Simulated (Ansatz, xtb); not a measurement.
# Relaxing a trial structure of AlH2Si2

The starting geometry of this gas-phase doublet was built from a drawn formula by distance geometry and a force field; its bonds are those of `[AlH][SiH]=[Si]`.

```tsv
atom	x (Å)	y (Å)	z (Å)
Al	-3.1863	-1.2857	-1.1824
Si	-1.0488	-0.5503	-1.9181
Si	0.3732	0.0664	-0.5864
H	-3.4933	-1.3055	0.4081
H	-0.7398	-0.5535	-3.3327
```

Q: Predict what it relaxes into with r2SCAN-D4/def2-SVP.

A: A new bond forms, giving a structure given below by its coordinates. Contacts that close: Al1–Si3 (3.85 → 2.38 Å).

The energy falls by 1.53 eV over 12 steps:

```csv
step,E − E(last) (eV)
1,1.530
2,1.138
3,0.973
5,0.486
6,0.234
7,0.095
8,0.039
10,0.001
11,0.000
12,0.000
```

Final geometry (Å):

```yaml
atoms:
  - { symbol: Al, position_ang: [-2.3660, -0.9351, -0.3981] }
  - { symbol: Si, position_ang: [-1.0079, -0.5694, -2.2891] }
  - { symbol: Si, position_ang: [-0.1367, -0.1026, -0.3334] }
  - { symbol: H, position_ang: [-3.7595, -1.4123, 0.1882] }
  - { symbol: H, position_ang: [-0.8251, -0.6092, -3.7790] }
```

From the same start GFN2-xTB ends elsewhere, differing in Al1–Si3 (4.56 against 2.38 Å here), Al1–H5 (1.60 against 3.73 Å here), Si2–H5 (3.63 against 1.50 Å here).

The end wasn't checked by frequencies. Open shells are spin-unrestricted. Run with Ansatz 0.2.0, 71 s on 1 thread of Intel(R) Xeon(R) Platinum 8488C (Sapphire Rapids), on a shared host.
